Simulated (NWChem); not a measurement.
tetrafluoroethylene (C₂F₄); SMILES FC(F)=C(F)F

```xyz
6

F      1.1095    -1.3957     0.0000
C      0.0000    -0.6722     0.0000
F     -1.1095    -1.3957     0.0000
C      0.0000     0.6722     0.0000
F     -1.1095     1.3957     0.0000
F      1.1095     1.3957     0.0000
```
Atoms are numbered in this order, from 1.

Coordinates come from a PBE-D3(BJ)/def2-SVP optimisation.

Task: Give the principal values of the shielding tensors (ppm) of F1, C2 from PBE0/IGLO-II, GIAO (NWChem), with their diamagnetic and paramagnetic parts as GIAO splits them.

Result: 
```tsv
atom	σ11	σ22	σ33	isotropic	diamagnetic	paramagnetic
F1	282.2	292.2	348.9	307.8	472.5	-164.7
C2	5.1	25.1	66.6	32.2	251.3	-219.1
```
